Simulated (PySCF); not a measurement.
Carbon: a sound run and one with changed settings

Sound run: C [He] 2s2 2p2, C⁺ [He] 2s2 2p1. Calculation: PySCF 2.14, in x2c-SVPall (3s2p1d, 14 functions); scalar relativity by spin-free X2C-1e. The sound run starts from symmetry-adapted Hartree-Fock orbitals and uses a fine grid where one is needed.

A second run was set up differently.

| species | method | sound run (hartree) | changed run (hartree) | converged |
| --- | --- | --- | --- | --- |
| C | UHF | -37.66002 | -37.66002 | yes |
| C | r2SCAN | -37.80250 | -37.86779 | yes |
| C | M06-L | -37.81644 | -37.62360 | no |
| C⁺ | UHF | -37.25916 | -37.25916 | yes |
| C⁺ | r2SCAN | -37.37124 | -37.44277 | yes |
| C⁺ | M06-L | -37.39473 | -37.48593 | no |

Ionisation energy of C:

```tsv
method	sound run (eV)	changed run (eV)
UHF	10.908	10.908
r2SCAN	11.735	11.565
```

(1) What was changed?
A. angular grid far too coarse
B. minimal basis
C. too few SCF iterations
D. basis contracted for another Hamiltonian

Answers

(1) A. It used 6 angular points. A coarse angular grid integrates products of high-l functions wrongly, so density functionals can shift, and the SCF can exploit the error; Hartree-Fock and MP2 need no grid.
